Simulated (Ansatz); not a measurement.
Results of PBEsol in Ansatz (plane waves, PAW) for hcp Be.

A relaxed, unreconstructed slab of the (11-20) face has 24 atoms, two equal faces of 13.893 Å² each and an energy of -2164.4446 eV. A bulk cell of 4 atoms with the same orientation and in-plane k mesh has -361.4011 eV. Energies are extrapolated to zero smearing.

Settings: plane-wave cutoff 500 eV, 16×14×1 k mesh (along the axes of the cell as run), Fermi–Dirac smearing 0.1 eV, scalar-relativistic PAW data made under PBE.

Worked out: γ = (E_slab − N E_bulk per atom)/2A = [-2164.4446 − 24 × (-361.4011/4)]/(2 × 13.893) = 0.1426 eV/Å². With 16.022 J/m² per eV/Å² this is 2.28 J/m², or 1.98 eV per surface cell and face.

Ansatz is a first-principles code.
